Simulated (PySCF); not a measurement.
Bond curve of BC

Set-up: PySCF, no relativity, basis sets B cc-pVDZ, C cc-pVDZ. Energies in eV from B + C in their ground configurations at the same level. All curves are PBE0. state 1: ⁴Σ⁻ (quartet), unpaired electrons σ ↑, π ↑↑; state 2: Ms = 0.5 determinant of mixed spin (⟨S²⟩ near 1.8), unpaired electrons σ ↓, π ↑↑, a second solution, started from another occupation; state 3: Ms = 0.5 determinant of mixed spin (⟨S²⟩ near 1.8), unpaired electrons σ ↑, π ↑↓, a mixture of terms (⟨Lz²⟩ = 2.0), a second solution, started from another occupation; state 4: Ms = 0.5 determinant of mixed spin (⟨S²⟩ near 1.6), unpaired electrons π ↑, a second solution, started from another occupation.

```
R (Å)  state 1  state 2  state 3  state 4
1.286   -3.649   -3.177   -3.071   -3.604
1.345   -4.198   -3.756   -3.646   -3.894
1.405   -4.501   -4.086   -3.971   -3.965
1.450   -4.607   -4.210   -4.092   -3.911
1.495   -4.636   -4.252   -4.132   -3.791
1.540   -4.604   -4.232   -4.109   -3.620
1.600   -4.493   -4.130   -4.005   -3.341
1.674   -4.282   -3.921   -3.796   -2.948
1.764   -3.968   -3.599   -3.476   -2.463
1.884   -3.509   -3.118   -3.002   -1.864
```

Question: Put a parabola through the three lowest points of the state 1 curve and estimate Re, k and ωe (reduced mass 5.742 u; 1 eV/Å² = 0.16022 mdyn/Å; ωe = 1302.8·√(k/μ) cm⁻¹).

Answer: Through R = 1.45, 1.495, 1.54 Å the second-order coefficient is 15.1 eV/Å², so Re ≈ 1.494 Å, k ≈ 4.83 mdyn/Å and ωe ≈ 1194 cm⁻¹. A polynomial fit of higher order to the unrounded PBE0 energies gives Re = 1.492 Å, k = 4.86 mdyn/Å, ωe = 1198 cm⁻¹; anharmonicity and rounding make the difference.

The higher-order fit for each curve: state 1: Re = 1.492 Å, ωe = 1198 cm⁻¹, De = 4.64 eV; state 2: Re = 1.501 Å, ωe = 1199 cm⁻¹, minimum 4.25 eV below the ground-state fragments; state 3: Re = 1.499 Å, ωe = 1200 cm⁻¹, minimum 4.13 eV below the ground-state fragments; state 4: Re = 1.399 Å, ωe = 1467 cm⁻¹, minimum 3.97 eV below the ground-state fragments.

⟨S²⟩ of the unrestricted solution departs from its pure value on part of the curve, where spin states mix. The state is the lowest determinant that a PBE0 search found; another state may lie lower at other levels.
